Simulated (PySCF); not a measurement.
Molecule: SMILES C1C[C@H]2C[C@@H]1C2, C6H10.

Bonds (- single, = double, # triple, : aromatic): C1-C2, C2-C3, C3-C4, C4-C5, C5-C6, C5-C1, C6-C3. C1 carries H7, H8; C2 carries H9, H10; C3 carries H11; C4 carries H12, H13; C5 carries H14; C6 carries H15, H16. Stereochemistry as in C1C[C@H]2C[C@@H]1C2. H13, H15 are cis to C1 on the ring; H12, H16 are trans to C1 on the ring.

Frames of a GFN2-xTB Langevin trajectory at 600 K; GIAO PBE0/pcSseg-1 shieldings in PySCF 2.14.0 with density-fitted response routines, gas phase, non-relativistic; equivalent atoms averaged within each frame.

Scale: 13C (σ = 186.93 ppm) and 1H (σ = 31.72 ppm) against TMS (reference shieldings calculated alike). The references are static minima.

Problem. How do the shifts (ppm) fluctuate along the trajectory?

Solution. 
```
         time (fs)  C4/C6  C3/C5  C1/C2  H11/H14  H7/H8/H9/H10  H12/H16  H13/H15
optimised geometry   40.0   40.8   29.5     2.41          1.66     1.59     0.79
               250   40.9   37.2   32.8     2.39          2.11     2.05     1.39
               425   42.9   46.6   27.5     2.32          1.95     2.24    -0.02
               625   39.1   38.5   28.4     2.67          1.34     1.76     0.13
               800   44.3   46.0   25.8     4.20          1.98     2.11     0.78
              1000   42.9   43.9   31.8     2.13          1.68     1.47     2.11
    mean of frames   42.0   42.4   29.3     2.74          1.81     1.93     0.88
standard deviation    2.0    4.3    3.0     0.84          0.31     0.31     0.89
```

5 frames give an uncertainty of the mean of about the standard deviation over 2.2 at best, since frames this close in time may not be independent; classical motion lacks zero-point vibration, and the reference would need the same averaging.
